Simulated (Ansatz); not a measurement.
**CH4BO: rigid scan of one bond length**

Aim: a rigid scan of one bond length, for CH4BO, run from a script. SMILES: C[B]O.

Program: the Python package of Ansatz 0.2.0. Level of theory: Hartree-Fock/6-31G*. These are calculated values, not measurements.

## Step 1: The system

Bond lengths: C1–B2 1.527 Å, B2–O3 1.437 Å, C1–H4 1.049 Å, C1–H5 1.163 Å, C1–H6 1.148 Å, O3–H7 0.986 Å. Angles: C1–B2–O3 118.4°, B2–C1–H4 111.1°, B2–C1–H5 110.4°, B2–C1–H6 111.6°, H4–C1–H5 108.0°, H4–C1–H6 110.9°, H5–C1–H6 104.5°, B2–O3–H7 107.0°.

No structure file is read: the coordinates are typed or built in the script.

## Step 2: Script

Contents of scan_ch4bo.py:

```python
# -*- coding: utf-8 -*-
"""Potential curve of CH4BO along one bond."""

import warnings

import ansatz as az
import numpy as np


def main():
    warnings.simplefilter("ignore", az.DeckWarning)

    system = (
        az.Crystal.molecule()
        .atom("C", [-0.6232, 0.3848, -0.3111])
        .atom("B", [0.8829, 0.1522, -0.2173])
        .atom("O", [1.3933, -0.5799, 0.9094])
        .atom("H", [-1.1437, -0.5249, -0.3531])
        .atom("H", [-0.8811, 0.9917, -1.269])
        .atom("H", [-1.0057, 1.0354, 0.5542])
        .atom("H", [1.4388, -1.5273, 0.6411])
    )

    symbols = [site.symbol for site in system.cartesian_sites]
    start = np.array([site.position_ang for site in system.cartesian_sites])
    axis = (start[3] - start[0]) / np.linalg.norm(start[3] - start[0])
    moving = [3]
    lengths, energies = [0.923, 0.965, 1.007, 1.049, 1.091, 1.133, 1.175, 1.238], []
    for length in lengths:
        xyz = start.copy()
        xyz[moving] += (length - np.linalg.norm(start[3] - start[0])) * axis
        point = az.Crystal.molecule()
        for symbol, xyz in zip(symbols, xyz):
            point = point.atom(symbol, xyz.tolist())
        job = (
            point.calculation()
            .basis(gaussian="6-31G*")
            .functional("hf")
            .spin("collinear", total=1)
        )
        data = job.run(threads=1).report
        energies.append(data["free_energy_ev"])
        print(f"r = {length:6.3f} A  E = {energies[-1]:.5f} eV  <S^2> = {abs(data['mean_field']['state']['spin_squared']):.3f}")

    # quartic fit about the minimum
    fit = np.polynomial.Polynomial.fit(lengths, np.array(energies) - min(energies), 4).convert()
    roots = [r.real for r in fit.deriv().roots() if abs(r.imag) < 1e-9 and fit.deriv(2)(r.real) > 0]
    r_e = min(roots, key=lambda r: abs(r - lengths[int(np.argmin(energies))]))
    print(f"minimum of the fit at {r_e:.4f} A, force constant {fit.deriv(2)(r_e):.2f} eV/A^2")


if __name__ == "__main__":
    main()
```

## Step 3: The input behind the calls

The engine receives this input (first run):

```yaml
crystal:
  periodic: [false, false, false]
  atoms:
    - { symbol: C, position_ang: [-0.6232, 0.3848, -0.3111] }
    - { symbol: B, position_ang: [0.8829, 0.1522, -0.2173] }
    - { symbol: O, position_ang: [1.3933, -0.5799, 0.9094] }
    - { symbol: H, position_ang: [-1.0812143104018817, -0.4156911011961417, -0.3480579270641288] }
    - { symbol: H, position_ang: [-0.8811, 0.9917, -1.269] }
    - { symbol: H, position_ang: [-1.0057, 1.0354, 0.5542] }
    - { symbol: H, position_ang: [1.4388, -1.5273, 0.6411] }
basis:
  gaussian:
    orbitals: "6-31G*"
hamiltonian:
  xc: hf
magnetization:
  spin_polarized: true
  initial_magnetization: 1.0
```

## Step 4: Launch

Run with:

```sh
python scan_ch4bo.py
```

**Question.** What results will this script give? Wanted: range of energy; lowest point, distance.

**Answer**, as computed:

| quantity | value |
| --- | --- |
| bond length at the fit's minimum | 1.0863 Å |
| runs compared | 8 |
| range of energy | 0.674 eV |
| lowest point, distance (Å) | 1.09 |

What this shows: The curve has its lowest point inside the range, at 1.09. The ends stand 0.674 and 0.315 eV above it. The distance scanned is the script's pair 0, 3. What to keep in mind:
- Total energies depend on the basis set; only differences at equal settings carry meaning.
- The rest of the molecule is held rigid at a force-field or estimated start geometry, and the basis set is modest; single-reference methods fail as a bond breaks.
- The species is open-shell (spin multiplicity 2).
- Hartree-Fock leaves correlation out, so bond, atomisation and ionisation energies come out well too low.
